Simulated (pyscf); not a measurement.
Optimised with ωB97X-D3(BJ)/def2-SVP in PySCF.

**Question.** Estimate the classical barrier height and the reaction energy of [H₂C=Si–CH₃]• (SMILES C=[Si]C) + H₂ (SMILES [H][H]) → H₃C–Si:–CH₃ (SMILES C[Si]C) [singlet] + H• (SMILES [H]) at ωB97M-D3(BJ)/def2-TZVP. The step runs on the doublet surface, breaks H–H and forms C–H; take the separated reactants as zero.

**Answer.** ΔE‡ = 18.7 kcal/mol, ΔE = +11.4 kcal/mol. Zero-point energy shifts the barrier by -0.8 kcal/mol. It is a hydrogen abstraction, with an imaginary mode of 1468i cm⁻¹. From the product side, H₃C–SiH•–CH₃ lies, by one bond made or cut, 75.7 kcal/mol under this saddle at ωB97M-D3(BJ)/def2-TZVP. [H₂C=Si–CH₃]• lies 8.8 kcal/mol over its isomer H₂C=CH–SiH₂• (electronic energy, ωB97M-D3(BJ)/def2-TZVP). H₃C–Si:–CH₃ [singlet] lies 7.4 kcal/mol over its isomer H₂C=CH–SiH₃ (electronic energy, ωB97M-D3(BJ)/def2-TZVP). One saddle was located; it need not be the lowest between these sides. The angle at the transferred H is 170°.
